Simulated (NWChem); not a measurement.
Molecule: BCl3; SMILES ClB(Cl)Cl

```xyz
4

B      0.0000     0.0000     0.0000
Cl     0.8813     1.5144     0.0000
Cl     0.8709    -1.5204     0.0000
Cl    -1.7522     0.0060     0.0000
```
Atoms are numbered in this order, from 1.

Level: B3LYP/6-31G* (spherical d) (NWChem), optimised geometry, unscaled harmonic frequencies. 

List the harmonic frequencies with IR intensities, and the thermochemistry.


```
frequency (cm⁻¹)  IR intensity (km/mol)
----------------  ---------------------
260                                 0.8
260                                 0.8
454                                 8.9
473                                 0.0
952                               378.6
952                               378.6
```

```json
{
 "zero_point_energy": "4.8 kcal/mol",
 "thermal correction to the enthalpy at 298.15 K (with zero-point energy)": "8.1 kcal/mol",
 "heat capacity Cv": "13.0 cal/(mol K)",
 "entropy at 298.15 K and 1 atm (symmetry number 6)": "69.1 cal/(mol K)",
 "dipole_moment": "0.00 D"
}
```

Rigid rotor and harmonic oscillator.
